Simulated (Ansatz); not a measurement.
System: C2H2Cl (charge -1, singlet). It need not be the lowest isomer of its formula. Whether it binds its extra electron was not tested at this geometry. 
Structure (B3LYP-D3(BJ)/def2-TZVP (Ansatz, a program for electronic structure) minimum search):
```xyz
5

C     -0.1169     1.0309    -0.0001
C      1.2220     1.0944     0.0228
Cl    -0.6007    -0.8889    -0.0119
H      1.9274     0.2630     0.0333
H      1.6537     2.0969     0.0320
```
Charge -1, spin multiplicity 1.

Total electronic energies in hartree. Correlated levels leave the core frozen unless marked. Spin-orbit coupling is left out. No relativistic terms. Basis-set limits of correlation are two-point, X^-3; Hartree-Fock from the larger set. [CCSD(T)-MP2]/basis is that difference in the basis named.

```tsv
level	program	energy (Eh)
HF/STO-3G	Ansatz	-530.32998
HF/aug-cc-pV(D+d)Z	Ansatz	-536.34776
HF/cc-pV(T+d)Z	Ansatz	-536.36992
RI-HF/aug-cc-pV(Q+d)Z	Ansatz	-536.38339
r2SCAN-D4/def2-TZVPD	Ansatz + dftd4	-537.53069
B3LYP/def2-TZVPD	Ansatz	-537.63223
PBE0/def2-SVP	Ansatz	-537.09436
r2SCAN0/def2-TZVPD	Ansatz	-537.51371
HSE06-D3(BJ)/def2-TZVPD	Ansatz + dftd3	-537.34761
CAM-B3LYP-D3(BJ)/def2-TZVPD	Ansatz + dftd3	-537.58111
LC-wPBE-D3(BJ)/def2-TZVPD	Ansatz + dftd3	[?]
wB97X-V/def2-TZVPD	Ansatz	-537.51377
RI-MP2/aug-cc-pV(T+d)Z	Ansatz	-536.90758
RI-MP2/cc-pV(Q+d)Z	Ansatz	-536.94019
RI-MP2/CBS(aug-cc-pV(T+d)Z,aug-cc-pV(Q+d)Z)+[CCSD(T)-MP2]/aug-cc-pV(T+d)Z	Ansatz	-537.0341
```

**Question.** Complete the blanks.

**Answer.** 
- LC-wPBE-D3(BJ)/def2-TZVPD, energy (Eh): -537.42085
